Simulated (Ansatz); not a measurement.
We consider tetragonal perovskite BaTiO3 (room-temperature form, which distorts further on cooling), described by r²SCAN+rVV10 in Ansatz (plane waves, PAW).

Settings: plane-wave cutoff 560 eV, 8×8×8 k mesh, Fermi–Dirac smearing 0.01 eV, no spin polarisation, scalar-relativistic PAW data made under PBE.

The cell is scaled about its equilibrium volume:

Shape and atoms are relaxed at each volume.

```
V (Å³/atom)  P (GPa)  direct gap at Γ (eV)  smallest gap on the k mesh (eV)  c (Å)
-----------  -------  --------------------  -------------------------------  -----
12.284          6.23                 2.465                            2.283  3.963
12.540          2.85                 2.557                            2.256  4.012
12.796          0.00                 2.634                            2.233  4.065
13.052         -2.34                 2.699                            2.214  4.126
13.308         -4.22                 2.754                            2.199  4.193
```

The fundamental gap (2.23 eV at the equilibrium volume, with added k points) lies elsewhere than Γ–Γ.

Note: the relaxation could not lower the start's symmetry, so the cell can be a saddle point above a distorted one; the bulk modulus comes from volumes at which shape and atoms were relaxed.

Spin–orbit coupling is not included.

Ansatz is a first-principles code.
